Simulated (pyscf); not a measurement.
Structures and frequencies: ωB97X-D3(BJ)/def2-SVP in PySCF.

Q: PBE/def2-TZVP puts the barrier of [O–Ti(Cl)(Cl)–Cl]• (SMILES [O][Ti]([Cl])([Cl])[Cl]) + H₂ (SMILES [H][H]) → HO–Ti(Cl)(Cl)–Cl (SMILES [OH][Ti]([Cl])([Cl])[Cl]) + H• (SMILES [H]) (hydrogen abstraction; doublet surface; H–H broken, H–O formed) at -0.9 kcal/mol and the reaction energy at -15.5 kcal/mol, from the separated reactants. What do r²SCAN/def2-TZVP, M06-2X/def2-TZVP, ωB97M-D3(BJ)/def2-TZVP give on the same structures?

A: r²SCAN: ΔE‡ = -0.3 kcal/mol, ΔE = -14.7 kcal/mol; M06-2X: ΔE‡ = 2.8 kcal/mol, ΔE = -21.5 kcal/mol; ωB97M-D3(BJ): ΔE‡ = 1.6 kcal/mol, ΔE = -19.8 kcal/mol. PBE's barrier lies under all of them, by 0.6 to 3.6 kcal/mol. Its reaction energy lies among theirs. At PBE, r²SCAN this geometry lies under the reactants; that is no barrier but a single point on another level's saddle; such a level's own saddle, if it has one, lies nearer that side and is low. One saddle was located; it need not be the lowest between these sides. The angle at the transferred H is 150°. Open-shell species with a d-block atom are single-reference here; other states, and whether the spin sits on metal or ligand, were not checked.
